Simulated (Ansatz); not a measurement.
Run this with Ansatz 0.2.0 through its Python package and show what comes out.

`run_md.py`:
```python
# -*- coding: utf-8 -*-
"""Molecular dynamics of one C2H5Al molecule."""

import ansatz as az
import numpy as np

geometry_ang = [
    ("C", [-0.6744, 0.2455, -0.4445]),
    ("C", [0.7058, 0.5297, -0.0039]),
    ("Al", [-0.1513, -1.0331, 0.8824]),
    ("H", [-0.734, -0.0669, -1.5037]),
    ("H", [-1.4386, 1.0533, -0.1216]),
    ("H", [0.8353, 1.461, 0.6149]),
    ("H", [1.4976, 0.3097, -0.7751]),
    ("H", [0.0516, -2.5563, 1.2957]),
]
molecule = az.Crystal.molecule()
for symbol, xyz in geometry_ang:
    molecule = molecule.atom(symbol, xyz)

setup = (
    molecule.calculation()
    .basis(gaussian="6-31G*")  # atom-centred Gaussian functions
    .functional("pbe")  # level of theory
    .md("nvt_nose_hoover", timestep=0.5, steps=30, temperature=300, initial_velocities="maxwell_boltzmann", seed=84, thermostat_time=20)
)
frames = []
setup.session().plan().execute(on_event=lambda e: frames.append(e["data"]) if e["event"] == "md_step" else None)
print("t (fs)   E_pot (eV)      E_kin (eV)   T (K)   d(0-1) (A)")
for f in frames[::3]:
    xyz = np.array(f["positions_ang"])
    print(f"{f['time_fs']:6.2f} {f['lagrangian_ev']:14.5f} {f['e_kin_ev']:10.5f} {f['temperature_k']:8.1f} {np.linalg.norm(xyz[0] - xyz[1]):9.4f}")
kept = np.array([f["conserved_ev"] for f in frames])
print(f"conserved energy moves by at most {1000 * np.ptp(kept):.3f} meV")
```

```console
$ python run_md.py
t (fs)   E_pot (eV)      E_kin (eV)   T (K)   d(0-1) (A)
  0.00    -8742.58748    0.23267    300.0    1.4764
  1.50    -8742.64121    0.28551    368.1    1.4869
  3.00    -8742.67151    0.31481    405.9    1.5044
  4.50    -8742.67163    0.31388    404.7    1.5250
  6.00    -8742.75942    0.39726    512.2    1.5453
  7.50    -8742.87226    0.49981    644.5    1.5645
  9.00    -8742.86532    0.47751    615.7    1.5840
 10.50    -8742.82155    0.41433    534.2    1.6051
 12.00    -8742.82425    0.39416    508.2    1.6274
 13.50    -8742.81449    0.35934    463.3    1.6490
 15.00    -8742.74640    0.26975    347.8    1.6670
conserved energy moves by at most 1.932 meV
```

Caveats:
- Total energies depend on the basis set; only differences at equal settings carry meaning.
- The trajectory is only some femtoseconds long, so its temperature is not equilibrated; where the script doesn't relax first, it starts from a rough generated geometry.
- The temperature counts the internal degrees of freedom alone.
- Timing: 43 s on 1 thread of Arm Neoverse V2, with other jobs on the host, peak memory 0.18 GiB.

(A comment or docstring line of the script was reworded after the run, the code is as it ran; lines on the test bed's own set-up are left out of the output.)
